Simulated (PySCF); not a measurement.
Bonds broken one at a time in the series silaethenyl-X. All species are isolated molecules in the gas phase. One relaxed conformer stands for each flexible species; it need not be the lowest. Strings in code marks are SMILES.

All values below come from PySCF with ωB97X-D3(BJ)/def2-TZVP // PBE0-D3(BJ)/def2-TZVP. 

| species | dipole moment (D) |
|---|---|
| radical fragment (`C=[SiH]`) | 0.79 |
| radical fragment (`[CH2]C`) | [?] |
| whole molecule (`C=[SiH]C(C)C` (C–Si–C–C torsion 1°)) | – |
| radical fragment (`C[CH]C`) | [?] |
| radical fragment (`C[O]`) | 2.04 |
| radical fragment (`[NH2]`) | 1.97 |
| whole molecule (`C=[SiH]S` (C–Si–S–H torsion 0°)) | – |
| radical fragment (`[SH]`) | 0.91 |
| radical fragment (`C=[CH]`) | 0.73 |
| whole molecule (`C([SiH]=C)#C`) | 1.49 |
| radical fragment (`[C]#C`) | 0.80 |
| radical fragment (`[BH2]`) | 0.54 |

Fill in the missing entries.


- radical fragment (`[CH2]C`), dipole moment (D): 0.31
- radical fragment (`C[CH]C`), dipole moment (D): 0.22
